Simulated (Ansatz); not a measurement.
**BCl (quintet): wave-function methods side by side, cc-pVDZ**

The task here is to estimate one member of a computed series from the others.

The runs use Ansatz 0.2.0, Gaussian basis; cc-pVDZ, core rule «outside noble gas», up to 6 orbitals frozen.

To be run: UHF; CCSD(T) on ROHF; CCSD(T) on UHF; BCCD(T) on ROHF; CISD; CCSDT(Q) on ROHF; CCSDT(Q) on UHF; CISDTQ; CCSDTQ on ROHF; CCSDTQ on UHF.

7 further runs of the same task are left out: 3 for a known fault of the program, 4 set aside as unsound or not needed.

### What is computed

The geometry is a PBE0/def2-TZVP stationary point (not a proven minimum) of the parent state, kept for this charge and spin.

2 atoms, charge 0, spin multiplicity 5.

Atoms are counted from 1 here; the program's logs count them from 0.

Bond lengths: B1–Cl2 1.697 Å.

As a file:

```
B     0.00000    0.00000    0.00000
Cl    0.00000    0.00000    1.69660
```

Set-up of the first run:

Input file in.yaml:

```yaml
crystal:
  periodic: [false, false, false]
  atoms:
    - {symbol: B, position_ang: [0.000000, 0.000000, 0.000000]}
    - {symbol: Cl, position_ang: [0.000000, 0.000000, 1.696600]}
basis:
  gaussian: {orbitals: cc-pVDZ}
magnetization: {spin_polarized: true, initial_magnetization: 4}
hamiltonian: {xc: hf}
output: {orbitals: {seedname: orbitals}}
```

Command:

```sh
$ ansatz run in.yaml --threads 1 --pin off --events-out ev --progress --plain --max-ram 2816MiB --backend cpu
```

Among the steps run: UHF; CCSD(T) on ROHF; CCSD(T) on UHF; BCCD(T) on ROHF; CISD; CCSDT(Q) on ROHF; CCSDT(Q) on UHF; CISDTQ; CCSDTQ on ROHF; CCSDTQ on UHF.

One of the session's tables, all rows but one given; the rest of the session is left out.

```
   method  from UCCSDTQ (kcal/mol)
     ROHF                  +107.84
      UHF                  +104.58
     RMP2                   +16.27
     UMP2                   +16.74
     CISD                    +6.78
    RCCSD                    +2.31
    UCCSD                    +2.23
 RCCSD(T)                    +0.48
 UCCSD(T)                        ?
  BCCD(T)                    +0.47
   RCCSDT                    +0.17
   UCCSDT                    +0.15
   CISDTQ                    +0.18
RCCSDT(Q)                    +0.03
UCCSDT(Q)                    +0.01
  RCCSDTQ                    +0.02
  UCCSDTQ                        0
```

**Question.** Estimate the row for UCCSD(T).

As computed: from UCCSDTQ (kcal/mol): +0.45. In the column «from UCCSDTQ (kcal/mol)» it lies between CISDTQ (+0.18) and BCCD(T) (+0.47).

Caveats from the session: Restricted and unrestricted rows rest on different reference determinants; where their highest levels disagree by more than a few hundredths of an eV, they describe different states and don't form one ladder.
